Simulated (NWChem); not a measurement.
**A workflow on the pair SiH4···BNH4**

Aim: a single-point energy (singlet BSiNH8, B3LYP-D2/jun-cc-pV(D+d)Z), then a single-point energy (singlet SiH4, B3LYP-D2/jun-cc-pV(D+d)Z), then a single-point energy (singlet BNH4, B3LYP-D2/jun-cc-pV(D+d)Z), then the energy (singlet SiH4, B3LYP-D2/jun-cc-pV(D+d)Z), then a single-point energy (singlet BNH4, B3LYP-D2/jun-cc-pV(D+d)Z) of BH8NSi and its partners. 

The results are computed with NWChem 7.3.0.

## Step 1: The molecule

The species is BSiNH8 (11 atoms), meant as a singlet with charge 0. The two molecules were placed rigidly side by side, at 1.3 times their contact distance; the pair isn't optimised.

Bond lengths: B6–N7 1.385 Å, Si1–H2 1.485 Å, Si1–H3 1.485 Å, Si1–H4 1.485 Å, Si1–H5 1.485 Å, B6–H8 1.197 Å, B6–H9 1.197 Å, N7–H10 1.006 Å, N7–H11 1.006 Å. Some angles: B6–N7–H10 123.2°, B6–N7–H11 123.2°, N7–B6–H8 119.0°, N7–B6–H9 119.0°, H10–N7–H11 113.5°, H8–B6–H9 122.0°, H2–Si1–H3 109.5°, H2–Si1–H4 109.5°, H2–Si1–H5 109.5°, H3–Si1–H4 109.5°.

## Step 2: A single-point energy at B3LYP-D2/jun-cc-pV(D+d)Z (run 1)

work.nw

```
start work
title "BH8NSi energy"
memory 2200 mb

geometry units angstrom noautosym nocenter noautoz
  Si       0.000000       0.000000      -0.000100
  H        0.967600      -0.688400       0.890900
  H       -1.331000       0.044900       0.656000
  H       -0.105100      -0.740300      -1.282600
  H        0.468500       1.383800      -0.264200
  B        5.513760       1.665470       1.715940
  N        4.205220       1.415610       2.094500
  H        5.735840       2.557250       0.948880
  H        6.388480       0.983130       2.165540
  H        3.946640       0.683620       2.734120
  H        3.422170       1.948640       1.756420
end

basis spherical bse
  * library "jun-cc-pV(D+d)Z"
end

dft
  xc b3lyp
  disp vdw 2
  grid fine
  convergence energy 1e-08
  maxiter 100
  mulliken
  print low
end

task dft energy
```

Started as:

```
nwchem work.nw > work.out
```

Output:

```text
[...]
 d= 0,ls=0.0,diis     1   -373.9180675005 -4.56D+02  5.83D-03  3.01D-01     2.7
[...]
 d= 0,ls=0.0,diis     8   -373.9583142790 -1.73D-09  1.04D-06  2.14D-08    16.2
         Total DFT energy =     -373.958314278974
      One electron energy =     -676.000047973427
           Coulomb energy =      254.763595159418
    Exchange-Corr. energy =      -34.876691769998
 Nuclear repulsion energy =       82.158856785732
    Dispersion correction =       -0.004026480699
[...]
      Total Density - Mulliken Population Analysis
     ---------------------------------------------
    Atom       Charge   Shell Charges
 -----------   ------   -------------------------------------------------------
    1 Si  14    13.75   2.00  2.03  0.78  0.46  0.02  6.01  1.51  0.76  0.02  0.01  0.15
    2 H    1     1.07   0.74  0.32  0.01
    3 H    1     1.06   0.74  0.31  0.01
    4 H    1     1.06   0.74  0.31  0.01
    5 H    1     1.07   0.74  0.32  0.01
    6 B    5     5.00   2.02  0.58  0.30  0.01  1.59  0.39 -0.00  0.11
    7 N    7     7.23   2.01  0.75  0.54  0.11  2.49  1.16  0.17  0.02
    8 H    1     1.05   0.76  0.28  0.01
    9 H    1     1.05   0.76  0.28  0.01
   10 H    1     0.84   0.74  0.04  0.06
[...]
```

Wall time 17 s (1 thread of Intel Xeon 6975P-C (Granite Rapids), shared host); peak memory 0.12 GiB.

## Step 3: SiH4: a single-point energy at B3LYP-D2/jun-cc-pV(D+d)Z (run 2)

h4si.nw

```
start h4si
memory stack 880 mb heap 220 mb global 1100 mb
geometry noautosym nocenter noautoz
Si     0.000000     0.000000    -0.000100
H      0.967600    -0.688400     0.890900
H     -1.331000     0.044900     0.656000
H     -0.105100    -0.740300    -1.282600
H      0.468500     1.383800    -0.264200
end
basis spherical bse
* library "jun-cc-pV(D+d)Z"
end
dft
xc b3lyp
disp vdw 2
grid fine
convergence energy 1e-08
maxiter 100
mulliken
noprint "final vectors analysis"
end
task dft energy
```

Started as:

```
nwchem h4si.nw > h4si.out
```

Output:

```text
[...]
          Wavefunction type:  closed shell.
          No. of atoms     :     5
          No. of electrons :    18
[...]
          Charge           :     0
          Spin multiplicity:     1
[...]
          AO basis - number of functions:    47
[...]
              XC Information
              --------------
                         B3LYP Method XC Potential
                     Hartree-Fock (Exact) Exchange  0.200
                        Slater Exchange Functional  0.800 local
                    Becke 1988 Exchange Functional  0.720 non-local
              Lee-Yang-Parr Correlation Functional  0.810
                  VWN I RPA Correlation Functional  0.190 local
[...]
 d= 0,ls=0.0,diis     1   -291.8947644382 -3.13D+02  5.57D-03  6.88D-02     0.7
[...]
 d= 0,ls=0.0,diis     6   -291.9055619609 -2.28D-09  1.45D-07  2.28D-11     2.9
         Total DFT energy =     -291.905561960930
      One electron energy =     -445.553150406139
           Coulomb energy =      154.772984697237
    Exchange-Corr. energy =      -22.394336708660
 Nuclear repulsion energy =       21.270589810457
    Dispersion correction =       -0.001649353824
[...]
      Total Density - Mulliken Population Analysis
     ---------------------------------------------
    Atom       Charge   Shell Charges
 -----------   ------   -------------------------------------------------------
    1 Si  14    13.75   2.00  2.03  0.78  0.46  0.02  6.01  1.51  0.76  0.02  0.01  0.15
    2 H    1     1.06   0.74  0.31  0.01
    3 H    1     1.06   0.74  0.31  0.01
    4 H    1     1.06   0.74  0.31  0.01
    5 H    1     1.06   0.74  0.31  0.01
[...]
```

It took 3.6 s on 1 thread of Intel Xeon 6975P-C (Granite Rapids), shared host; peak memory 0.11 GiB.

## Step 4: BNH4: a single-point energy at B3LYP-D2/jun-cc-pV(D+d)Z (run 3)

work.nw

```
start work
memory total 2200 mb
charge 0

geometry units bohr noautosym nocenter noautoz
 B     10.41949632     3.14728217     3.24265665
 N      7.94671409     2.67511520     3.95803137
 H     10.83916669     4.83250213     1.79312333
 H     12.07247755     1.85784644     4.09227751
 H      7.45806871     1.29185457     5.16673799
 H      6.46696405     3.68239592     3.31915276
end

basis spherical bse
 * library "jun-cc-pV(D+d)Z"
end

dft
 xc b3lyp
 disp vdw 2
 grid fine
 convergence energy 1e-08
 maxiter 100
 mulliken
 print low
end

task dft energy
```

Started as:

```
nwchem work.nw > work.out
```

Output:

```text
[...]
 d= 0,ls=0.0,diis     1    -82.0229389610 -1.14D+02  9.60D-03  2.32D-01     0.5
[...]
 d= 0,ls=0.0,diis     8    -82.0523226556 -2.31D-11  2.28D-07  5.86D-10     3.3
         Total DFT energy =      -82.052322655609
      One electron energy =     -173.397580179581
           Coulomb energy =       71.513507513991
    Exchange-Corr. energy =      -12.482436858033
 Nuclear repulsion energy =       32.316121285129
    Dispersion correction =       -0.001934417114
[...]
      Total Density - Mulliken Population Analysis
     ---------------------------------------------
    Atom       Charge   Shell Charges
 -----------   ------   -------------------------------------------------------
    1 B    5     5.00   2.02  0.58  0.30  0.01  1.59  0.40 -0.01  0.11
    2 N    7     7.22   2.01  0.75  0.54  0.11  2.49  1.16  0.16  0.02
    3 H    1     1.05   0.76  0.28  0.01
    4 H    1     1.05   0.76  0.28  0.01
    5 H    1     0.84   0.74  0.05  0.06
    6 H    1     0.84   0.74  0.05  0.06
[...]
```

Run time: 3.9 s. Hardware: 1 thread of Intel Xeon 6975P-C (Granite Rapids), shared host; peak memory 0.11 GiB.

## Step 5: SiH4 among ghost functions: a single-point energy at B3LYP-D2/jun-cc-pV(D+d)Z (with ghost functions) (run 4)

job.nw

```
start job
title "H4Si"
memory stack 880 mb heap 220 mb global 1100 mb

geometry units au noautosym nocenter noautoz
  Si   0.00000000   0.00000000  -0.00018897
  H    1.82849900  -1.30088746   1.68355700
  H   -2.51522547   0.08484870   1.23966034
  H   -0.19861022  -1.39896425  -2.42376273
  H    0.88533669   2.61500301  -0.49926564
  bqB     10.419496     3.147282     3.242657
  bqN      7.946714     2.675115     3.958031
  bqH     10.839167     4.832502     1.793123
  bqH     12.072478     1.857846     4.092278
  bqH      7.458069     1.291855     5.166738
  bqH      6.466964     3.682396     3.319153
end

basis spherical bse
  Si library "jun-cc-pV(D+d)Z"
  H library "jun-cc-pV(D+d)Z"
  bqB library B "jun-cc-pV(D+d)Z"
  bqN library N "jun-cc-pV(D+d)Z"
  bqH library H "jun-cc-pV(D+d)Z"
end

dft
  xc b3lyp
  disp vdw 2
  grid fine
  convergence energy 1e-08
  maxiter 100
  mulliken
  print low
end

task dft energy
```

Started as:

```
nwchem job.nw > job.out
```

Output:

```text
[...]
 d= 0,ls=0.0,diis     1   -291.8947886290 -3.13D+02  2.55D-03  6.90D-02     2.3
[...]
 d= 0,ls=0.0,diis     6   -291.9055908676 -2.26D-09  6.77D-08  2.39D-11    11.3
         Total DFT energy =     -291.905590867591
      One electron energy =     -445.552103046723
           Coulomb energy =      154.771755490772
    Exchange-Corr. energy =      -22.394182243441
 Nuclear repulsion energy =       21.270588284971
    Dispersion correction =       -0.001649353171
[...]
      Total Density - Mulliken Population Analysis
     ---------------------------------------------
    Atom       Charge   Shell Charges
 -----------   ------   -------------------------------------------------------
    1 Si  14    13.75   2.00  2.03  0.78  0.46  0.02  6.01  1.51  0.76  0.02  0.01  0.15
    2 H    1     1.06   0.74  0.31  0.01
    3 H    1     1.06   0.74  0.31  0.01
    4 H    1     1.06   0.74  0.31  0.01
    5 H    1     1.06   0.74  0.31  0.01
    6 X    0    -0.00  -0.00 -0.00  0.00 -0.00 -0.00 -0.00 -0.00 -0.00
    7 X    0     0.00  -0.00 -0.00  0.00  0.00  0.00  0.00  0.00  0.00
    8 X    0     0.00  -0.00  0.00 -0.00
    9 X    0     0.00  -0.00  0.00 -0.00
   10 X    0    -0.00   0.00 -0.00  0.00
[...]
```

It took 12 s on 1 thread of Intel Xeon 6975P-C (Granite Rapids), shared host; peak memory 0.12 GiB.

## Step 6: BNH4 among ghost functions: a single-point energy at B3LYP-D2/jun-cc-pV(D+d)Z (with ghost functions) (run 5)

test.nw

```
start test
memory total 2200 mb

geometry units angstrom noautosym nocenter noautoz
   B        5.513760       1.665470       1.715940
   N        4.205220       1.415610       2.094500
   H        5.735840       2.557250       0.948880
   H        6.388480       0.983130       2.165540
   H        3.946640       0.683620       2.734120
   H        3.422170       1.948640       1.756420
   bqSi     0.000000     0.000000    -0.000100
   bqH      0.967600    -0.688400     0.890900
   bqH     -1.331000     0.044900     0.656000
   bqH     -0.105100    -0.740300    -1.282600
   bqH      0.468500     1.383800    -0.264200
end

basis "ao basis" spherical bse
   B library "jun-cc-pV(D+d)Z"
   N library "jun-cc-pV(D+d)Z"
   H library "jun-cc-pV(D+d)Z"
   bqSi library Si "jun-cc-pV(D+d)Z"
   bqH library H "jun-cc-pV(D+d)Z"
end

dft
   xc b3lyp
   disp vdw 2
   grid fine
   convergence energy 1e-08
   iterations 100
   mulliken
   print low
end

task dft
```

Started as:

```
nwchem test.nw > test.out
```

Output:

```text
[...]
 d= 0,ls=0.0,diis     1    -82.0229873032 -1.14D+02  5.24D-03  2.32D-01     2.0
[...]
 d= 0,ls=0.0,diis     8    -82.0523796599 -2.17D-11  1.25D-07  5.96D-10    14.9
         Total DFT energy =      -82.052379659945
      One electron energy =     -173.397123876865
           Coulomb energy =       71.512930031890
    Exchange-Corr. energy =      -12.482375038543
 Nuclear repulsion energy =       32.316123640295
    Dispersion correction =       -0.001934416722
[...]
      Total Density - Mulliken Population Analysis
     ---------------------------------------------
    Atom       Charge   Shell Charges
 -----------   ------   -------------------------------------------------------
    1 B    5     5.00   2.02  0.58  0.30  0.01  1.59  0.39 -0.00  0.11
    2 N    7     7.23   2.01  0.75  0.54  0.11  2.49  1.16  0.17  0.02
    3 H    1     1.05   0.76  0.28  0.01
    4 H    1     1.05   0.76  0.28  0.01
    5 H    1     0.84   0.74  0.04  0.06
    6 H    1     0.84   0.74  0.04  0.06
    7 X    0    -0.00   0.00  0.00  0.00  0.00 -0.00  0.00  0.00 -0.00 -0.00 -0.00 -0.00
    8 X    0    -0.00   0.00 -0.00 -0.00
    9 X    0    -0.00  -0.00 -0.00 -0.00
   10 X    0     0.00  -0.00  0.00 -0.00
[...]
```

Run time: 16 s. Hardware: 1 thread of Intel Xeon 6975P-C (Granite Rapids), shared host; peak memory 0.12 GiB.

## Step 7: What came out

| quantity | value |
| --- | --- |
| run 1, B3LYP-D2/jun-cc-pV(D+d)Z: total energy | -373.95831 Eh |
| run 1, B3LYP-D2/jun-cc-pV(D+d)Z: dispersion energy | -10.57 kJ/mol |
| SiH4: total energy | -291.90556 Eh |
| SiH4: dipole moment | 0.00 D |
| SiH4: dispersion energy | -4.33 kJ/mol |
| BNH4: total energy | -82.05232 Eh |
| BNH4: dispersion energy | -5.08 kJ/mol |
| SiH4 among ghost functions: total energy | -291.90559 Eh |
| SiH4 among ghost functions: dispersion energy | -4.33 kJ/mol |
| BNH4 among ghost functions: total energy | -82.05238 Eh |
| BNH4 among ghost functions: dispersion energy | -5.08 kJ/mol |
| interaction energy of the rigid parts SiH4 and BNH4 (parts in their own basis; closest atoms 3.62 Å apart) | -0.012 eV |
| interaction energy of the rigid parts SiH4 and BNH4 (parts in the whole basis, counterpoise; closest atoms 3.62 Å apart) | -0.009 eV |

The interaction energy of the rigid parts SiH4 and BNH4 (parts in their own basis; closest atoms 3.62 Å apart) is −0.01 eV (−1.1 kJ/mol). Without counterpoise this holds the superposition error of the basis. The interaction energy of the rigid parts SiH4 and BNH4 (parts in the whole basis, counterpoise; closest atoms 3.62 Å apart) is −0.01 eV (−0.9 kJ/mol). The basis-set superposition error is 0.2 kJ/mol. Mulliken charges (BNH4) run from -0.22 on N2 to +0.16 on H5; they depend strongly on the basis.
